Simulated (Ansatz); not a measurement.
# What a trial cell of Zn relaxes into

Level of theory: DFT r2SCAN, scalar-relativistic, plane waves, PAW (Ansatz). Cutoff 500 eV, Γ-centred k mesh, Gaussian smearing, no spin polarisation in the final step.

Zn was placed on the simple cubic structure type (Pm-3m, No. 221), at a guessed volume.

```
Zn
1.0
     2.51370    0.00000    0.00000
     0.00000    2.51370    0.00000
     0.00000    0.00000    2.51370
Zn
1
Direct
  0.00000 0.00000 0.00000
```

Cell and atoms relax at zero pressure; the relaxation can't lower the symmetry of the start. After a coarse first stage the cell is made exact in the group found at 0.06 Å.

Energies count from the standard state of Zn at the same level.

Q: Which crystal results?

A: It keeps Pm-3m (No. 221). The result has the simple cubic structure. Conventional cell: a = 2.583 Å. Around Zn lie 6 Zn at 2.58 Å.

Space group Pm-3m (No. 221). a = 2.583 Å, b = 2.583 Å, c = 2.583 Å, α = 90.00°, β = 90.00°, γ = 90.00°
```csv
atom,site,symmetry,x,y,z
Zn,1a,m-3m,0.0000,0.0000,0.0000
```

Q: What are its volume, energy, density and gap?

A: The volume per atom is 17.23 Å³ and the density is 6.30 g/cm³. The energy over the standard structure is 0.30 eV/atom and the gap on the 20×20×20 mesh is 0 eV (a metal).

The final run used a 20×20×20 mesh on its 1-atom cell and 0.10 eV smearing. For metals, differences of a few meV/atom aren't resolved. Symmetry constrained the relaxation, so the result can be a saddle point.